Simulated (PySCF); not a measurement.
Compound: C3H2FNO.
SMILES with atom numbers: `[F:1][c:2]1[cH:3][n:4][cH:5][o:6]1` (hydrogens: H7 on C3; H8 on C5)

Computed with MP2 and CCSD/aug-cc-pVDZ in PySCF, restricted Hartree–Fock reference, frozen core, non-relativistic, gas phase, PBE0-D3(BJ)/def2-SVP geometry.

E(HF) = -343.52138 Eh.

Task: How large is the problem?

Result: 156 basis functions and 44 electrons; 6 orbitals frozen, which leaves o = 16 correlated occupied and v = 134 virtual orbitals. That is o·v = 2144 singles and o·v(o·v + 1)/2 = 2299440 distinct closed-shell doubles amplitudes before symmetry; the costliest CCSD step grows as o²v⁴ = 8.3 × 10^10.

Task: What are the MP2 and CCSD correlation energies?

Result: MP2 -0.9562 Eh and CCSD -0.9715 Eh, which gives totals of -344.47755 and -344.49284 Eh. That is 0.826 eV for each correlated electron at CCSD (2551 kJ/mol in all, 0.282 % of the total energy); MP2 gives 98.4 % of the CCSD value.

Task: What is the T1 diagnostic?

Result: 0.0143, below the customary warning level of 0.02. It is the norm of the spatial-orbital singles amplitudes over the root of the number of correlated electrons, so the norm is 0.081.

Task: How does correlation change the dipole moment?

Result: HF gives 0.59 D and CCSD (unrelaxed density) 0.62 D, a change of +0.03 D; the two vectors are 25° apart.

Connected triples and the basis-set limit are missing.

The job also held the EOM ionisation roots. The run took 7.3 min of wall time on one thread of an Arm Neoverse V1, no GPU (shared host).
